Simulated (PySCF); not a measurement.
**CF3C≡CH: 4 charge schemes on one density**

Compound: CF3C≡CH, C3HF3.
Cartesian coordinates in Å at the GFN2-xTB level; atoms count from 1:
```
atom  x, y, z in Å
C1     1.7471   -0.1376    0.0138
C2     0.5548   -0.0434    0.0019
C3    -0.8985    0.0718   -0.0129
F4    -1.4467   -0.6295   -1.0164
F5    -1.4489   -0.3792    1.1240
F6    -1.2990    1.3434   -0.1618
H7     2.7946   -0.2205    0.0243
```

Density: PBE0/pcSseg-1 (PySCF); schemes: Mulliken, IAO, Hirshfeld and ESP-fitted. Isolated species at its GFN2-xTB geometry, gas phase.

Q: Do the Mulliken, IAO, Hirshfeld and ESP-fitted schemes agree on where the charge is lowest?

A: The schemes don't all agree: Mulliken F4, F5 and F6 (-0.261); IAO F4, F5 and F6 (-0.268); Hirshfeld F4, F5 and F6 (-0.090); ESP-fitted C1 (-0.296).

Q: For which atoms does the sign change between the 4 schemes (beyond +0.03 e in one, beyond −0.03 e in another)?

A: For none.

Q: Which atoms carry the highest charge in the Mulliken, IAO, Hirshfeld and ESP-fitted schemes?

A: All schemes agree: Mulliken C3 (+0.866); IAO C3 (+0.811); Hirshfeld C3 (+0.272); ESP-fitted C3 (+0.597).

Q: Give the atomic charges in each scheme.

A: In e:

```
atom              environment  Mulliken     IAO  Hirshfeld  ESP-fitted
  C1   terminal alkyne carbon    -0.157  -0.142     -0.044      -0.296
  C2            alkyne carbon    -0.004  -0.083     -0.071      -0.079
  C3               CF3 carbon    +0.866  +0.811     +0.272      +0.597
  F4  fluorine of a CF3 group    -0.261  -0.268     -0.090      -0.178
  F5  fluorine of a CF3 group    -0.261  -0.268     -0.090      -0.178
  F6  fluorine of a CF3 group    -0.261  -0.268     -0.090      -0.178
  H7          alkyne hydrogen    +0.078  +0.219     +0.114      +0.312
```

Mean size of the charges over all atoms: IAO 0.294 e, Mulliken 0.270 e, ESP-fitted 0.260 e, Hirshfeld 0.110 e. Each set sums to the total charge, 0, to within 0.001 e. The IAO scheme counts the electrons in orthogonalised intrinsic atomic orbitals, a minimal basis polarised so that it spans the occupied orbitals exactly.

Q: Sum the charges by element, for elements with more than one atom.

A: 
```
element  atoms  Mulliken     IAO  Hirshfeld  ESP-fitted
      C      3    +0.705  +0.585     +0.156      +0.222
      F      3    -0.783  -0.805     -0.270      -0.535
```

Q: How closely do the schemes follow one another over all atoms?

A: Correlation coefficient and root-mean-square difference: IAO with Hirshfeld 0.99, 0.241 e; Mulliken with IAO 0.98, 0.065 e; Hirshfeld with ESP-fitted 0.96, 0.182 e; IAO with ESP-fitted 0.95, 0.121 e; Mulliken with Hirshfeld 0.94, 0.256 e; Mulliken with ESP-fitted 0.91, 0.157 e.
